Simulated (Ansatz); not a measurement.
Species: pyridine, C₅H₅N, net charge 0, singlet state. SMILES: c1ccncc1
Coordinates optimised at B3LYP-D3(BJ)/def2-TZVP (Ansatz, an electronic-structure program):
```xyz
11

N     -0.0083    -0.0086     1.4115
C      0.0081     0.0084    -1.3785
C     -0.0095     1.1349     0.7265
C      0.0010    -1.1436     0.7127
C      0.0094    -1.1892    -0.6767
C     -0.0015     1.1973    -0.6623
H      0.0145     0.0150    -2.4610
H     -0.0171     2.0459     1.3156
H      0.0018    -2.0618     1.2907
H      0.0168    -2.1411    -1.1908
H     -0.0029     2.1554    -1.1648
```
Charge 0, spin multiplicity 1.

Parts of the frozen-core correlation energy in aug-cc-pVDZ (Ansatz, hartree). Frozen orbitals: 6; correlated occupied orbitals by spin: 15 and 15; virtual: 162 and 162. No spin-orbit coupling. No relativistic terms. The restricted reference is unstable.

```csv
term,value
reference (HF),-246.72478
MP2 opposite-spin,-0.61414
MP2 same-spin,-0.22324
CCSD correlation,-0.86717
(T),-0.04140
T1 diagnostic,0.011
largest doubles amplitude,0.060
```
